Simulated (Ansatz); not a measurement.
Scan of H6, lowest triplet found (which spin is the ground state isn't settled by this scan): linear chain of 6 equally spaced H atoms, symmetric stretch. Scanned: H-H spacing.

Calculation: full CI/aug-cc-pVDZ, frozen core (Ansatz, a program for electronic structure).

Scanned values (Å): 0.63, 0.70, 0.77, 0.84, 0.90, 0.96, 1.03, 1.12, 1.23, 1.35, 1.53, 1.71, 1.98, 2.25, 2.61, 3.06.

**Question.** Locate the minima and the barriers on this grid.

**Answer.** Lower than their neighbours: 1.03 Å (0.000 eV). Higher than their neighbours: 0.63 Å (10.108 eV, end of the scan), 3.06 Å (6.739 eV, end of the scan). The whole profile spans 10.108 eV.
